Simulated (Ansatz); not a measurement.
# CH6NSi+: energies and forces away from the minimum, part 2 of 2

Ansatz 0.2.0, Gaussian basis.

## (3) Structure 2, width 0.06 Å

Input file pbe-tzvpp/in.yaml:

```yaml
crystal:
  periodic: [false, false, false]
  atoms:
    - {symbol: N, position_ang: [-0.779061, 0.727921, -1.083531]}
    - {symbol: C, position_ang: [0.125677, 0.647007, -0.049856]}
    - {symbol: Si, position_ang: [0.603752, -1.027805, 0.776445]}
    - {symbol: H, position_ang: [-1.258614, 0.010423, -1.498531]}
    - {symbol: H, position_ang: [-1.092167, 1.719693, -1.471153]}
    - {symbol: H, position_ang: [0.422631, 1.637924, 0.396337]}
    - {symbol: H, position_ang: [2.094177, -1.087529, 0.715135]}
    - {symbol: H, position_ang: [-0.101669, -1.951644, 0.088708]}
    - {symbol: H, position_ang: [0.244984, -0.711295, 2.250515]}
basis:
  gaussian: {orbitals: def2-TZVPP}
total_charge: 1
hamiltonian: {xc: pbe, dispersion: d4}
output: {forces: true}
```

r2scan-tzvpp/in.yaml differs from pbe-tzvpp/in.yaml so:

```diff
-hamiltonian: {xc: pbe, dispersion: d4}
+hamiltonian: {xc: r2scan, dispersion: d4}
```

pbe0-tzvpp/in.yaml:

```diff
-hamiltonian: {xc: pbe, dispersion: d4}
-output: {forces: true}
+hamiltonian: {xc: pbe0, dispersion: d4}
+output: {forces: true, orbitals: {seedname: orbitals}}
```

wb97mv-tzvpp/in.yaml:

```diff
-hamiltonian: {xc: pbe, dispersion: d4}
+hamiltonian: {xc: {name: wB97M-V}}
```

ccsdt-tzvpp/in.yaml:

```diff
-hamiltonian: {xc: pbe, dispersion: d4}
+correlation: {method: ccsd_t}
```

The same command starts each run, in its folder.

Launch:

```console
$ ansatz run in.yaml --threads 2 --pin off --events-out ev --progress --plain --max-ram 4352MiB
```

Output in pbe-tzvpp:

```text
Functional definition: PBE
  name "PBE"
  cite "Perdew, Burke & Ernzerhof, Phys. Rev. Lett. 77, 3865 (1996) doi:10.1103/PhysRevLett.77.3865"
  parent pbe
  parameter kappa = 0.804
  parameter beta = 0.06672455060314922
  exchange = pbe_x(kappa = kappa, mu = beta*pi^2/3)
  correlation = pbe_c(beta = beta)
977 factors; their error is unknown
mean field evaluation 1: about -10470.7037 eV, gradient 8.9e1 eV
mean field evaluation 2: about -10415.5710 eV, gradient 1.5e2 eV
mean field evaluation 4: about -10483.2074 eV, gradient 4.5e1 eV
mean field evaluation 8: about -10487.7747 eV, gradient 1.8e-1 eV
mean field evaluation 16: about -10487.7496 eV, gradient 1.0e-3 eV
mean field -10487.74959782 eV, -385.4176888679 hartree, gradient 4.4e-5 eV, S^2 0.000000; 0 other end points of the search recorded, 0 dependent functions left out
the calculation of the forces begins
reference -10487.74963907 eV, -385.4176903839 hartree; 16, 16 occupied and 172, 172 virtual orbitals, 977 factors
Total energy: -10487.86022831 eV, -385.4217544634 hartree
Atom 0 at    -0.779061     0.727921    -1.083531 Å, force     3.218790     5.549447     3.292531 eV/Å
Atom 1 at     0.125677     0.647007    -0.049856 Å, force    -2.755906     0.353672    -2.257007 eV/Å
Atom 2 at     0.603752    -1.027805     0.776445 Å, force     1.734915     2.753518     2.415144 eV/Å
Atom 3 at    -1.258614     0.010423    -1.498531 Å, force    -1.198605    -2.940854    -1.231626 eV/Å
Atom 4 at    -1.092167     1.719693    -1.471153 Å, force     0.827072    -2.326948     1.031190 eV/Å
Atom 5 at     0.422631     1.637924     0.396337 Å, force    -0.074366    -0.720433    -0.717743 eV/Å
Atom 6 at     2.094177    -1.087529     0.715135 Å, force    -0.078252    -0.051619    -0.187843 eV/Å
Atom 7 at    -0.101669    -1.951644     0.088708 Å, force    -1.642999    -2.323768    -1.482283 eV/Å
Atom 8 at     0.244984    -0.711295     2.250515 Å, force    -0.030650    -0.293016    -0.862363 eV/Å
Dipole moment:    -0.363238     0.465015    -0.432004 e Å
```

r2scan-tzvpp printed:

```text
[... 10 set-up lines as earlier in the session ...]
977 factors; their error is unknown
mean field evaluation 1: about -10480.0358 eV, gradient 7.8e1 eV
mean field evaluation 2: about -10455.0021 eV, gradient 1.2e2 eV
mean field evaluation 4: about -10491.7233 eV, gradient 2.3e1 eV
mean field evaluation 8: about -10492.8960 eV, gradient 3.6e-1 eV
mean field evaluation 16: about -10492.8962 eV, gradient 5.8e-5 eV
mean field -10492.89619152 eV, -385.6068226978 hartree, gradient 5.8e-5 eV, S^2 0.000000; 0 other end points of the search recorded, 0 dependent functions left out
the calculation of the forces begins
reference -10492.89620367 eV, -385.6068231443 hartree; 16, 16 occupied and 172, 172 virtual orbitals, 977 factors
Total energy: -10492.92244248 eV, -385.6077874028 hartree
Atom 0 at    -0.779061     0.727921    -1.083531 Å, force     3.236824     5.595378     3.351445 eV/Å
Atom 1 at     0.125677     0.647007    -0.049856 Å, force    -2.975112     0.473194    -2.427710 eV/Å
Atom 2 at     0.603752    -1.027805     0.776445 Å, force     1.785590     2.771867     2.471672 eV/Å
Atom 3 at    -1.258614     0.010423    -1.498531 Å, force    -0.998389    -2.719722    -1.062413 eV/Å
Atom 4 at    -1.092167     1.719693    -1.471153 Å, force     0.927002    -2.606404     1.159535 eV/Å
Atom 5 at     0.422631     1.637924     0.396337 Å, force    -0.138627    -0.916331    -0.843869 eV/Å
Atom 6 at     2.094177    -1.087529     0.715135 Å, force    -0.284694    -0.051271    -0.197322 eV/Å
Atom 7 at    -0.101669    -1.951644     0.088708 Å, force    -1.549597    -2.203018    -1.386431 eV/Å
Atom 8 at     0.244984    -0.711295     2.250515 Å, force    -0.002997    -0.343693    -1.064905 eV/Å
Dipole moment:    -0.363449     0.473830    -0.435214 e Å
```

Log of pbe0-tzvpp:

```text
[... 10 set-up lines as earlier in the session ...]
980 factors; their error is unknown
mean field evaluation 1: about -10479.0087 eV, gradient 6.8e1 eV
mean field evaluation 2: about -10469.3866 eV, gradient 8.9e1 eV
mean field evaluation 4: about -10488.4580 eV, gradient 9.7e0 eV
mean field evaluation 8: about -10488.6757 eV, gradient 2.9e-2 eV
mean field evaluation 16: about -10488.6944 eV, gradient 2.5e-5 eV
mean field -10488.69437358 eV, -385.4524087366 hartree, gradient 2.5e-5 eV, S^2 0.000000; 0 other end points of the search recorded, 0 dependent functions left out
the calculation of the forces begins
reference -10488.69440434 eV, -385.4524098670 hartree; 16, 16 occupied and 172, 172 virtual orbitals, 980 factors
Total energy: -10488.78670637 eV, -385.4558019041 hartree
Atom 0 at    -0.779061     0.727921    -1.083531 Å, force     3.471012     5.639628     3.619255 eV/Å
Atom 1 at     0.125677     0.647007    -0.049856 Å, force    -3.288047     0.592680    -2.788387 eV/Å
Atom 2 at     0.603752    -1.027805     0.776445 Å, force     1.847760     2.724338     2.573979 eV/Å
Atom 3 at    -1.258614     0.010423    -1.498531 Å, force    -0.988998    -2.711116    -1.055259 eV/Å
Atom 4 at    -1.092167     1.719693    -1.471153 Å, force     0.963541    -2.692780     1.198843 eV/Å
Atom 5 at     0.422631     1.637924     0.396337 Å, force    -0.135063    -0.937110    -0.842989 eV/Å
Atom 6 at     2.094177    -1.087529     0.715135 Å, force    -0.271497    -0.049725    -0.215767 eV/Å
Atom 7 at    -0.101669    -1.951644     0.088708 Å, force    -1.582363    -2.222790    -1.421008 eV/Å
Atom 8 at     0.244984    -0.711295     2.250515 Å, force    -0.016344    -0.343126    -1.068666 eV/Å
Dipole moment:    -0.364517     0.486010    -0.439436 e Å
```

Log of wb97mv-tzvpp:

```text
[... 5 set-up lines as earlier in the session ...]
  # Of w^i u^j: cxij and so on, Table III.
[... 17 set-up lines as earlier in the session ...]
  gx(w, u) = 1 - cx + cx01*u + cx10*w
  gss(w, u) = css00 + css04*u^4 + css10*w + css20*w^2 + css43*w^4*u^3
  gos(w, u) = cos00 + cos10*w + (cos20 + cos21*u)*w^2 + (cos60 + cos61*u)*w^6
[... 2 set-up lines as earlier in the session ...]
      + integral(e_c_pw_mod_opposite_spin*gos(b97_w_opposite, b97_u_opposite)) + vv10(b, c)
980 factors; their error is unknown
247 factors; integrals over basis functions are off by at most 1.1e-5 eV
mean field evaluation 1: about -10487.1125 eV, gradient 5.5e1 eV
mean field evaluation 2: about -10487.7405 eV, gradient 5.2e1 eV
mean field evaluation 4: about -10493.1763 eV, gradient 3.0e0 eV
mean field evaluation 8: about -10493.2091 eV, gradient 3.6e-2 eV
mean field evaluation 16: about -10493.2089 eV, gradient 7.0e-5 eV
mean field -10493.20888700 eV, -385.6183140447 hartree, gradient 7.1e-5 eV, S^2 0.000000; 0 other end points of the search recorded, 0 dependent functions left out
the calculation of the forces begins
reference -10493.20893490 eV, -385.6183158051 hartree; 16, 16 occupied and 172, 172 virtual orbitals, 980 factors
Total energy: -10493.20893490 eV, -385.6183158051 hartree
Atom 0 at    -0.779061     0.727921    -1.083531 Å, force     3.426767     5.621961     3.574874 eV/Å
Atom 1 at     0.125677     0.647007    -0.049856 Å, force    -3.274312     0.749400    -2.787598 eV/Å
Atom 2 at     0.603752    -1.027805     0.776445 Å, force     1.967858     2.485875     2.756300 eV/Å
Atom 3 at    -1.258614     0.010423    -1.498531 Å, force    -0.970382    -2.694765    -1.038623 eV/Å
Atom 4 at    -1.092167     1.719693    -1.471153 Å, force     0.967923    -2.691565     1.202369 eV/Å
Atom 5 at     0.422631     1.637924     0.396337 Å, force    -0.161304    -0.981737    -0.879506 eV/Å
Atom 6 at     2.094177    -1.087529     0.715135 Å, force    -0.486280    -0.041085    -0.227398 eV/Å
Atom 7 at    -0.101669    -1.951644     0.088708 Å, force    -1.485340    -2.061867    -1.329928 eV/Å
Atom 8 at     0.244984    -0.711295     2.250515 Å, force     0.015071    -0.386218    -1.270490 eV/Å
Dipole moment:    -0.370790     0.492990    -0.453571 e Å
```

Log of ccsdt-tzvpp:

```text
[... 6 set-up lines as earlier in the session ...]
1083 factors; integrals over basis functions are off by at most 9.2e-4 eV
mean field evaluation 1: about -10459.1425 eV, gradient 3.8e1 eV
mean field evaluation 2: about -10459.1458 eV, gradient 3.8e1 eV
mean field evaluation 4: about -10462.8661 eV, gradient 4.1e0 eV
mean field evaluation 8: about -10462.9371 eV, gradient 2.5e-1 eV
mean field evaluation 16: about -10462.9275 eV, gradient 1.5e0 eV
mean field -10462.93772459 eV, -384.5058693448 hartree, gradient 2.8e-6 eV, S^2 0.000000; 0 other end points of the search recorded, 0 dependent functions left out
7 core orbitals not correlated: weight in the atoms' cores, before any rotation towards them, 1.000 or more for the frozen orbitals, at most 0.000 for the correlated occupied ones
reference -10462.93772459 eV, -384.5058693448 hartree; 9, 9 occupied and 172, 172 virtual orbitals, 1083 factors
second order -13.14325851 eV of doubles, -0.00000000 eV of singles
cycle   1  -13.72655945 eV  change   -5.8e-1 eV  update   9.8e-2
cycle   2  -14.16510833 eV  change   -4.4e-1 eV  update   3.2e-2
cycle   3  -14.28566296 eV  change   -1.2e-1 eV  update   2.1e-2
cycle   4  -14.27262114 eV  change    1.3e-2 eV  update   7.0e-3
cycle   5  -14.27462245 eV  change   -2.0e-3 eV  update   3.0e-3
cycle   6  -14.27449801 eV  change    1.2e-4 eV  update   7.5e-4
cycle   7  -14.27424471 eV  change    2.5e-4 eV  update   2.3e-4
cycle   8  -14.27432634 eV  change   -8.2e-5 eV  update   9.3e-5
cycle   9  -14.27432998 eV  change   -3.6e-6 eV  update   3.6e-5
cycle  10  -14.27431151 eV  change    1.8e-5 eV  update   1.7e-5
cycle  11  -14.27432754 eV  change   -1.6e-5 eV  update   6.9e-6
perturbative correction -0.58213919 eV, -0.0213932205 hartree
the calculation of the forces begins
working
working
Total energy: -10477.79419132 eV, -385.0518344269 hartree
Atom 0 at    -0.779061     0.727921    -1.083531 Å, force     3.052252     5.666128     3.165484 eV/Å
Atom 1 at     0.125677     0.647007    -0.049856 Å, force    -2.892409     0.769498    -2.408366 eV/Å
Atom 2 at     0.603752    -1.027805     0.776445 Å, force     2.003297     2.515308     2.812451 eV/Å
Atom 3 at    -1.258614     0.010423    -1.498531 Å, force    -0.997131    -2.759635    -1.069999 eV/Å
Atom 4 at    -1.092167     1.719693    -1.471153 Å, force     0.952496    -2.615729     1.178092 eV/Å
Atom 5 at     0.422631     1.637924     0.396337 Å, force    -0.167884    -0.939341    -0.877015 eV/Å
Atom 6 at     2.094177    -1.087529     0.715135 Å, force    -0.399843    -0.075559    -0.234307 eV/Å
Atom 7 at    -0.101669    -1.951644     0.088708 Å, force    -1.542981    -2.155215    -1.382552 eV/Å
Atom 8 at     0.244984    -0.711295     2.250515 Å, force    -0.007798    -0.405456    -1.183789 eV/Å
Dipole moment:    -0.403375     0.511452    -0.494661 e Å
```

Times: 2 s (pbe-tzvpp), 3.5 s (r2scan-tzvpp), 2.9 s (pbe0-tzvpp), 8.5 s (wb97mv-tzvpp), 2.9 min (ccsdt-tzvpp) on 2 threads of Arm Neoverse V2, shared host; peak memory 3.6 GiB.

```tsv
method	RMS force component (eV/Å)	RMS error against CCSD(T) (eV/Å)	angle to CCSD(T) forces (°)
PBE-D4	2.039	0.205	5.6
r2SCAN-D4	2.069	0.127	3.5
PBE0-D4	2.150	0.182	4.4
wB97M-V	2.141	0.155	3.8
CCSD(T)	2.070	reference	reference
```

## (4) All structures together

Energy above the minimum (kJ/mol):

```tsv
structure	width (Å)	PBE-D4	r2SCAN-D4	PBE0-D4	wB97M-V	Hartree-Fock	MP2	CCSD	CCSD(T)
1	0.02	7.3	9.0	8.8	9.3	12.3	10.0	9.9	9.6
2	0.06	72.0	78.5	83.3	82.5	97.8	81.4	82.0	77.2
```

Miss and cost, level by level (times from a shared host):

```tsv
method	mean energy error from CCSD(T) (kJ/mol)	mean time a point
PBE-D4	3.8	1.9 s
r2SCAN-D4	1.0	3.5 s
PBE0-D4	3.5	2.9 s
wB97M-V	2.8	8.5 s
Hartree-Fock	11.7	part of the CCSD(T) run
MP2	2.3	part of the CCSD(T) run
CCSD	2.5	part of the CCSD(T) run
CCSD(T)	0	2.9 min
```

For cost: r2SCAN-D4 comes within 1.0 kJ/mol at 3.5 s a point, where CCSD(T) needs 2.9 min.

## (5) Outcome

What follows sums up all 2 parts.

| quantity | value |
| --- | --- |
| energy above the minimum, CCSD(T) | 9.6, 77.2 kJ/mol |
| mean energy error | PBE-D4 3.8, r2SCAN-D4 1.0, PBE0-D4 3.5, wB97M-V 2.8, Hartree-Fock 11.7, MP2 2.3, CCSD 2.5 kJ/mol |
| mean RMS force error | PBE-D4 0.201, r2SCAN-D4 0.135, PBE0-D4 0.192, wB97M-V 0.158 eV/Å |
| largest T1 diagnostic | 0.019 |

**Reading.** In energy r2SCAN-D4 is nearest to CCSD(T) and Hartree-Fock farthest. For forces r2SCAN-D4 is best, off by 9 % of the typical force, and PBE-D4 worst (14 %); with few structures and a triple-zeta reference, gaps of a few points rank nothing.
